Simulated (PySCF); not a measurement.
Input for PySCF: D3(BJ) and D4 dispersion corrections on C4H4 (a complex).

```python
from pyscf import gto
from pyscf.dispersion import dftd3, dftd4

mol = gto.M(
    atom='''
    C    -0.59487189   -0.12410388   -3.59963780
    H    -1.65687689   -0.12406088   -3.60555880
    C     0.61696711   -0.12419788   -3.59640880
    H     1.67899311   -0.12432688   -3.59660480
    C    -0.00908489    0.10502312    2.99262020
    H    -0.00569089    0.07128812    1.92932320
    C    -0.01302189    0.14331312    4.20408520
    H    -0.01628789    0.17668912    5.26499620
    ''',
    basis='def2-svp',
    charge=0, spin=0, verbose=0, max_memory=1800)
d3, d4 = {}, {}
for xc in ['hf', 'pbe', 'blyp', 'revpbe', 'tpss', 'r2scan', 'b3lyp', 'pbe0', 'bhlyp', 'camb3lyp', 'b2plyp']:
    d3[xc] = float(dftd3.DFTD3Dispersion(mol, xc=xc, version='d3bj', atm=False).get_dispersion()['energy'])
    print(f'D3(BJ) {xc:10s} {d3[xc]:14.8f} Eh')
for xc in ['hf', 'pbe', 'blyp', 'revpbe', 'tpss', 'r2scan', 'b3lyp', 'pbe0', 'bhlyp', 'camb3lyp', 'b2plyp']:
    d4[xc] = float(dftd4.DFTD4Dispersion(mol, xc={'camb3lyp': 'cam-b3lyp'}.get(xc, xc), atm=True).get_dispersion()['energy'])
    print(f'D4     {xc:10s} {d4[xc]:14.8f} Eh')
```

Output:

```
D3(BJ) hf            -0.02839883 Eh
D3(BJ) pbe           -0.00267426 Eh
D3(BJ) blyp          -0.00566608 Eh
D3(BJ) revpbe        -0.00724684 Eh
D3(BJ) tpss          -0.00327458 Eh
D3(BJ) r2scan        -0.00069488 Eh
D3(BJ) b3lyp         -0.00459132 Eh
D3(BJ) pbe0          -0.00220839 Eh
D3(BJ) bhlyp         -0.00351482 Eh
D3(BJ) camb3lyp      -0.00188000 Eh
D3(BJ) b2plyp        -0.00203699 Eh
D4     hf            -0.00959855 Eh
D4     pbe           -0.00222724 Eh
D4     blyp          -0.00517610 Eh
D4     revpbe        -0.00853020 Eh
D4     tpss          -0.00301885 Eh
D4     r2scan        -0.00053774 Eh
D4     b3lyp         -0.00358329 Eh
D4     pbe0          -0.00182296 Eh
D4     bhlyp         -0.00242832 Eh
D4     camb3lyp      -0.00179644 Eh
D4     b2plyp        -0.00152906 Eh
```

The run finished.

Cost: about 0.04 core-seconds (a rough figure).
